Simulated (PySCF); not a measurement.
Predicted microwave data (PBE0-D3(BJ)/def2-SVP geometry optimisation, gas phase in PySCF) for one isomer of C5H10S:

| Quantity | Value |
| --- | --- |
| Rotational constants | A = 5757, B = 1609, C = 1352 MHz |
| Dipole components | \|μa\| = 1.24 D, \|μb\| = 0.82 D, \|μc\| = 0.71 D |
| Inertial defect | -28.17 u·Å² |
| κ | -0.88 |

**Question.** Which candidate fits, each taken in the one conformer that was computed?
A. `[SH:1][CH2:2][CH2:3][CH:4]1[CH2:5][CH2:6]1` with H–S1–C2–C3 -65°, S1–C2–C3–C4 67°, C2–C3–C4–C5 -161°
B. `[CH3:1][CH2:2]/[CH:3]=[CH:4]\[S:5][CH3:6]` with C1–C2–C3–C4 -129°, C3–C4–S5–C6 153°
C. `[CH2:1]=[CH:2][S:3][CH2:4][CH2:5][CH3:6]` with C1–C2–S3–C4 3°, C2–S3–C4–C5 78°, S3–C4–C5–C6 65°
D. `[CH2:1]1[CH2:2][CH2:3][S:4][CH2:5][CH2:6]1` with C6–C1–C2–C3 -58°, C1–C2–C3–S4 60°, C2–C3–S4–C5 -55°, C3–S4–C5–C6 55°

**Answer.** A. It is SCCC1CC1, an asymmetric top, point group C1. The candidates at the same level (rigid rotor, commonest isotopes):

```json
{"SMILES": "C=CSCCC", "A (MHz)": "4450", "B (MHz)": "1814", "C (MHz)": "1541", "μa (D)": "0.56", "μb (D)": "0.94", "μc (D)": "0.47", "Δ (u·Å²)": "-64.28", "point group": "C1", "rotor": "asymmetric top"}
{"SMILES": "CC/C=C\\SC", "A (MHz)": "7439", "B (MHz)": "1225", "C (MHz)": "1176", "μa (D)": "0.45", "μb (D)": "0.75", "μc (D)": "0.81", "Δ (u·Å²)": "-50.69", "point group": "C1", "rotor": "near-prolate asymmetric top"}
{"SMILES": "SCCC1CC1", "A (MHz)": "5757", "B (MHz)": "1609", "C (MHz)": "1352", "μa (D)": "1.24", "μb (D)": "0.82", "μc (D)": "0.71", "Δ (u·Å²)": "-28.17", "point group": "C1", "rotor": "asymmetric top"}
{"SMILES": "C1CCSCC1", "A (MHz)": "3997", "B (MHz)": "3009", "C (MHz)": "1914", "μa (D)": "1.62", "μb (D)": "0.00", "μc (D)": "0.59", "Δ (u·Å²)": "-30.36", "point group": "Cs", "rotor": "asymmetric top"}
```

`C1CCSCC1` has B 87 % too high; `CC/C=C\SC` has A 29 % too high; `C=CSCCC` has A 23 % too low. No structure here is proved a minimum.
